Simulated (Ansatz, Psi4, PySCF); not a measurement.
Molecule: tetrafluoromethane, CF4, charge 0, multiplicity 1. SMILES: FC(F)(F)F
Geometry: optimised at B3LYP-D3(BJ)/def2-TZVP (Ansatz, a quantum-chemistry and plane-wave program).

wB97X-D/6-31G* beside other levels, property by property. Terms: dispersion terms only where a functional's name holds one; open shells spin-unrestricted; 6-31G* and kin with 6d, 5d where marked; valence correlation only; atomisation electronic, to ground-state atoms; no spin-orbit coupling; non-relativistic. CBS(X,Y): correlation extrapolated as X^-3; Hartree-Fock from the larger set. The bracket is a focal-point correction in the basis named. First-principles rows: single points at B3LYP-D3(BJ) geometries (Ansatz), with unscaled harmonic terms from B3LYP/6-31G* at its own minima, enthalpies of formation by atomisation with measured atoms.

Measured values: Active Thermochemical Tables 1.112 (ions: stationary electron), as tabulated in the package chemicals; they hold spin-orbit and core effects, anharmonicity. Coupled cluster (Ansatz) is a level with limits of its own, used here on species with T1 under 0.025 (0.045 for open shells) and stable references: RI-MP2/CBS(aug-cc-pVTZ,aug-cc-pVQZ)+[CCSD(T)-MP2]/aug-cc-pVTZ.

```
property                                                                  wB97X-D/6-31G* (Psi4)  PBE/6-31G* (Ansatz)  M06-2X/6-31G* (5d) (PySCF)  B3LYP-D3(BJ)/def2-TZVPD (Ansatz + dftd3)        to compare with
------------------------------------------------------------------------  ---------------------  -------------------  --------------------------  ----------------------------------------  ---------------------
C-F bond dissociation enthalpy at 298 K, to F[C](F)F + F atom (kcal/mol)                  132.0                136.7                       135.7                                     123.6         130.2 measured
atomisation energy (kcal/mol)                                                             485.1                520.3                       490.9                                     469.4  478.8 coupled cluster
enthalpy of formation at 298 K (kcal/mol)                                                -231.9               -267.0                      -237.7                                    -216.2        -223.1 measured
```

As the rows show:
- C-F bond dissociation enthalpy at 298 K, to F[C](F)F + F atom: wB97X-D/6-31G* lies 1.8 kcal/mol above the measured value.
- atomisation energy: wB97X-D/6-31G* lies 6.3 kcal/mol above coupled cluster.
- enthalpy of formation at 298 K: wB97X-D/6-31G* lies 8.8 kcal/mol below the measured value.

The properties are those with a value to compare with, at most eight drawn at random. No case is left out for the size of its miss. Left out are saddle points of the reference geometry, anions that the best level run finds unbound, excited spin states, species near biochemistry, cases with under five habitual levels, runs that failed or whose electronic state is in doubt, and table entries that another table contradicts.
